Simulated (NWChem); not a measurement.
# SiN2H5 (SMILES N[SiH]N) at UM06-2X/def2-SVPD

What is the vertical electron affinity of SiN2H5 at UM06-2X/def2-SVPD? 

The calculation is run with NWChem 7.3.0.

1 further run of the same task is left out (set aside as unsound or not needed).

**1. The structure to begin with**

SiN2H5 has 8 atoms, charge 0, and is taken as a doublet. SMILES: `N[SiH]N`. The coordinates come from a PBE0-D4/def2-TZVP relaxation. This is one conformer, not always the lowest.

Bond lengths: N1–Si2 1.713 Å, Si2–N3 1.720 Å, N1–H4 1.008 Å, N1–H5 1.005 Å, Si2–H6 1.504 Å, N3–H7 1.008 Å, N3–H8 1.008 Å. Angles: N1–Si2–N3 106.1°, N1–Si2–H6 117.2°, N3–Si2–H6 103.6°, Si2–N1–H4 122.2°, Si2–N1–H5 121.8°, Si2–N3–H7 120.2°, Si2–N3–H8 119.6°, H4–N1–H5 112.8°, H7–N3–H8 111.5°.

**2. Energy and forces at UM06-2X/def2-SVPD**

Contents of run.py:

```python
from ase import Atoms
from ase.calculators.nwchem import NWChem

atoms = Atoms(['N', 'Si', 'N', 'H', 'H', 'H', 'H', 'H'], positions=[
    [-1.027000, 0.622100, -0.768300],
    [0.527700, 0.579900, -0.050700],
    [0.789500, -1.052600, 0.425100],
    [-1.817900, 0.144500, -0.364600],
    [-1.296600, 1.349400, -1.406800],
    [0.716400, 1.354100, 1.225100],
    [0.730800, -1.794000, -0.255200],
    [1.468900, -1.260500, 1.139500],
])

calc = NWChem(
    label='m1',
    theory='dft',
    memory='2200 mb',
    basis='def2-SVPD',
    basispar='spherical bse',
    dft={'xc': 'm06-2x', 'mult': '2', 'grid': 'fine', 'convergence': 'energy 1e-08', 'iterations': '100', 'mulliken': None},
)
atoms.calc = calc

forces = atoms.get_forces()
print(f"energy = {atoms.get_potential_energy():.6f} eV")
print("forces (eV/A):")
for s, f in zip(atoms.symbols, forces):
    print(f"{s:2s} {f[0]:10.5f} {f[1]:10.5f} {f[2]:10.5f}")
```

On the command line:

```sh
$ export ASE_NWCHEM_COMMAND="nwchem PREFIX.nwi > PREFIX.nwo"
$ python run.py
```

The program printed:

```text
energy = -10932.825026 eV
forces (eV/A):
N    -0.20646    0.01856   -0.12701
Si    0.38124    0.45329    0.14691
N     0.03394   -0.22456    0.09431
H    -0.16944   -0.12022    0.06556
H    -0.08803    0.14038   -0.15051
H    -0.01738   -0.02340   -0.06505
H    -0.03980   -0.16841   -0.11282
H     0.10593   -0.07564    0.14861
```

The calculator wrote m1.nwi:

```
title "m1"

permanent_dir m1

scratch_dir m1

start m1

geometry units angstrom nocenter noautosym noautoz
  N  -1.0269999999999999e+00 6.2209999999999999e-01 -7.6829999999999998e-01
  Si 5.2769999999999995e-01 5.7989999999999997e-01 -5.0700000000000002e-02
  N  7.8949999999999998e-01 -1.0526000000000000e+00 4.2509999999999998e-01
  H  -1.8179000000000001e+00 1.4449999999999999e-01 -3.6459999999999998e-01
  H  -1.2966000000000000e+00 1.3493999999999999e+00 -1.4068000000000001e+00
  H  7.1640000000000004e-01 1.3541000000000001e+00 1.2251000000000001e+00
  H  7.3080000000000001e-01 -1.7940000000000000e+00 -2.5519999999999998e-01
  H  1.4689000000000001e+00 -1.2605000000000000e+00 1.1395000000000000e+00
end

memory 2200 mb

basis spherical bse noprint
   * library def2-SVPD
end

dft
  xc m06-2x
  mult 2
  grid fine
  convergence energy 1e-08
  iterations 100
  mulliken
end

task dft gradient
```

m1.nwo:

```text
Northwest Computational Chemistry Package (NWChem) 7.3.0
             --------------------------------------------------------

           Job information
           ---------------

    nwchem branch   = 7.3.0
    use scalapack   = T
    input           = m1.nwi
    prefix          = m1.
    data base       = m1/m1.db
    status          = startup
    nproc           =        1

           Memory information
           ------------------

    heap     =     72089600 doubles =      550.0 Mbytes
    stack    =     72089597 doubles =      550.0 Mbytes
    global   =    144179200 doubles =     1100.0 Mbytes (distinct from heap & stack)
    total    =    288358397 doubles =     2200.0 Mbytes
    verify   = yes
    hardfail = no

           Directory information
           ---------------------

  0 permanent = m1
  0 scratch   = m1

[... 31 lines left out ...]
            Nuclear Dipole moment (a.u.)
[... 82 lines left out ...]
          Convergence on energy requested:  1.00D-08
[... 22 lines left out ...]
          Spatial weights used:  Erf1
[... 4 lines left out ...]
          total energy or number of iterations.
[... 28 lines left out ...]
 2-e energy   =     258.158414
[... 53 lines left out ...]
      One electron energy =     -773.439188298312
[... 2 lines left out ...]
 Nuclear repulsion energy =      111.028718949877
[... 1614 lines left out ...]
          Convergence on energy requested:  1.00D-08
[... 22 lines left out ...]
          Spatial weights used:  Erf1
[... 4 lines left out ...]
          total energy or number of iterations.
[... 21 lines left out ...]
                                        m1

  charge          =   0.00
  wavefunction    = open shell

                         DFT ENERGY GRADIENTS

    atom               coordinates                        gradient
                 x          y          z           x          y          z
   1 N      -1.940749   1.175599  -1.451876    0.004015  -0.000361   0.002470
   2 Si      0.997208   1.095852  -0.095809   -0.007414  -0.008815  -0.002857
   3 N       1.491939  -1.989126   0.803323   -0.000660   0.004367  -0.001834
[... 4 lines of this table left out ...]
   8 H       2.775819  -2.382000   2.153343   -0.002060   0.001471  -0.002890

                 ----------------------------------------
                 |  Time  |  1-e(secs)   |  2-e(secs)   |
                 ----------------------------------------
                 |  CPU   |       0.01   |       2.33   |
                 ----------------------------------------
                 |  WALL  |       0.01   |       2.33   |
                 ----------------------------------------

 Task  times  cpu:       37.4s     wall:       37.4s
 Total times  cpu:       37.5s     wall:       37.5s
```

Run time: 39 s. Hardware: 1 thread of Intel Xeon 6975P-C (Granite Rapids), shared host; peak memory 0.12 GiB.

**3. The singlet anion: the energy at M06-2X/def2-SVPD**

Contents of h5n2si.xyz:

```xyz
8
H5N2Si
N     -1.027000     0.622100    -0.768300
Si     0.527700     0.579900    -0.050700
N      0.789500    -1.052600     0.425100
H     -1.817900     0.144500    -0.364600
H     -1.296600     1.349400    -1.406800
H      0.716400     1.354100     1.225100
H      0.730800    -1.794000    -0.255200
H      1.468900    -1.260500     1.139500
```

Contents of run.py:

```python
from ase.io import read
from ase.calculators.nwchem import NWChem

atoms = read('h5n2si.xyz')

calc = NWChem(
    label='h5n2si',
    theory='dft',
    memory='2200 mb',
    basis='def2-SVPD',
    basispar='spherical bse',
    charge=-1,
    dft={'xc': 'm06-2x', 'mult': '1', 'grid': 'fine', 'convergence': 'energy 1e-08', 'iterations': '100', 'mulliken': None},
    task='energy',
)
atoms.calc = calc

print(f"energy = {atoms.get_potential_energy():.6f} eV")
print("dipole (e A):", atoms.get_dipole_moment().round(4))
```

On the command line:

```sh
$ export ASE_NWCHEM_COMMAND="nwchem PREFIX.nwi > PREFIX.nwo"
$ python run.py
```

The program printed:

```text
energy = -10932.522936 eV
dipole (e A): [-0.7496 -0.8893  0.3018]
```

The calculator wrote h5n2si.nwi:

```
title "h5n2si"

permanent_dir h5n2si

scratch_dir h5n2si

start h5n2si

geometry units angstrom nocenter noautosym noautoz
  N  -1.0269999999999999e+00 6.2209999999999999e-01 -7.6829999999999998e-01
  Si 5.2769999999999995e-01 5.7989999999999997e-01 -5.0700000000000002e-02
  N  7.8949999999999998e-01 -1.0526000000000000e+00 4.2509999999999998e-01
  H  -1.8179000000000001e+00 1.4449999999999999e-01 -3.6459999999999998e-01
  H  -1.2966000000000000e+00 1.3493999999999999e+00 -1.4068000000000001e+00
  H  7.1640000000000004e-01 1.3541000000000001e+00 1.2251000000000001e+00
  H  7.3080000000000001e-01 -1.7940000000000000e+00 -2.5519999999999998e-01
  H  1.4689000000000001e+00 -1.2605000000000000e+00 1.1395000000000000e+00
end

charge -1

memory 2200 mb

basis spherical bse noprint
   * library def2-SVPD
end

dft
  xc m06-2x
  mult 1
  grid fine
  convergence energy 1e-08
  iterations 100
  mulliken
end

task dft energy
```

h5n2si.nwo:

```text
Northwest Computational Chemistry Package (NWChem) 7.3.0
             --------------------------------------------------------

           Job information
           ---------------

    nwchem branch   = 7.3.0
    use scalapack   = T
    input           = h5n2si.nwi
    prefix          = h5n2si.
    data base       = h5n2si/h5n2si.db
    status          = startup
    nproc           =        1

           Memory information
           ------------------

    heap     =     72089594 doubles =      550.0 Mbytes
    stack    =     72089599 doubles =      550.0 Mbytes
    global   =    144179200 doubles =     1100.0 Mbytes (distinct from heap & stack)
    total    =    288358393 doubles =     2200.0 Mbytes
    verify   = yes
    hardfail = no

           Directory information
           ---------------------

  0 permanent = h5n2si
  0 scratch   = h5n2si

[... 96 lines left out ...]
  convergence criterion.
[... 18 lines left out ...]
          Convergence on density requested:  1.00D-05
[... 23 lines left out ...]
          Convergence Information
[... 60 lines left out ...]
   convergence    iter        energy       DeltaE   RMS-Dens  Diis-err    time
[... 17 lines left out ...]
           Coulomb energy =      304.470597135350
[... 7 lines left out ...]
                       DFT Final Molecular Orbital Analysis
[... 760 lines left out ...]
 center of mass
 --------------
 x =   0.34800875 y =   0.30928778 z =  -0.18220364

 moments of inertia (a.u.)
 ------------------
         187.742205105307          64.633233180358         -74.897780279793
          64.633233180358         188.517078774076          50.347960617459
         -74.897780279793          50.347960617459         266.868022284678

     Multipole analysis of the density
     ---------------------------------

     L   x y z        total         alpha         beta         nuclear
     -   - - -        -----         -----         ----         -------
     0   0 0 0     -1.000000    -17.000000    -17.000000     33.000000

     1   1 0 0     -1.416551     -5.930439     -5.930439     10.444327
[... 8 lines of this table left out ...]
     2   0 0 2    -27.740281    -32.456509    -32.456509     37.172736

 Task  times  cpu:       20.7s     wall:       20.7s
 Total times  cpu:       20.7s     wall:       20.7s
```

It took 22 s on 1 thread of Intel Xeon 6975P-C (Granite Rapids), shared host; peak memory 0.12 GiB.

**4. Summary of results**

Level: UM06-2X/def2-SVPD.

```
                                                            quantity          value
                                        doublet SiN2H5: total energy  -401.77391 Eh
                                       doublet SiN2H5: dipole moment         0.90 D
                  doublet SiN2H5: HOMO energy (highest over α and β)       -5.97 eV
                   doublet SiN2H5: LUMO energy (lowest over α and β)       -1.37 eV
                                                doublet SiN2H5: ⟨S²⟩          0.753
                            doublet SiN2H5: largest force on an atom     0.610 eV/Å
                                         singlet anion: total energy  -401.76281 Eh
                                          singlet anion: HOMO energy        1.25 eV
                                          singlet anion: LUMO energy        5.39 eV
singlet anion: HOMO–LUMO gap (to an unbound level, set by the basis)        4.14 eV
                   vertical electron affinity (to the singlet anion)      -0.302 eV
```

In words: The anion lies 0.30 eV (7.0 kcal/mol) above the neutral: the electron isn't bound at this level, and such a value depends on the basis. The largest force (doublet SiN2H5) is 0.61 eV/Å: the shape isn't a stationary point for this species at this level. Mulliken charges (doublet SiN2H5) run from -0.09 on N3 to +0.32 on Si2; in a basis this large or diffuse they mean little. Mulliken charges (singlet anion) run from -0.50 on Si2 to +0.00 on N3; in a basis this large or diffuse they mean little. The HOMO (singlet anion) lies at positive energy, 1.25 eV; only total energies tell whether the electron is bound.
